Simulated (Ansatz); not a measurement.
`CCC#N`: measurement beside calculation (Ansatz, PBE0-D4/def2-TZVP geometry).

```xyz
9

C    -0.6450   -0.0777    0.7877
C     0.3745    0.4532   -0.2156
C     0.7131   -0.5283   -1.2347
N     0.9681   -1.3165   -2.0316
H    -0.2606   -0.9570    1.3058
H    -0.8686    0.6899    1.5299
H    -1.5739   -0.3564    0.2891
H     1.2989    0.7473    0.2896
H    -0.0066    1.3455   -0.7202
```

Measured: 27021.8594 ± 0.0002 MHz (A, ground vibrational state, CH3-13CH2-13CN, submillimetre rotational spectroscopy); 4673.123591 ± 2.7e-05 MHz (B, ground vibrational state, CH3-13CH2-13CN, submillimetre rotational spectroscopy); 4186.641599 ± 2.6e-05 MHz (C, ground vibrational state, CH3-13CH2-13CN, submillimetre rotational spectroscopy). Source: Spectroscopic study and astronomical detection of doubly 13C-substituted ethyl cyanide, 2016 (arxiv:1604.03256).

```csv
constant,measured (MHz),computed (MHz),error (%)
A,27022,28164,4.2
B,4673,4746,1.6
C,4187,4276,2.1
```

Computed constants are equilibrium values for the main isotopes; measured ground-state ones include zero-point motion, which usually lowers them by up to about 1 %.
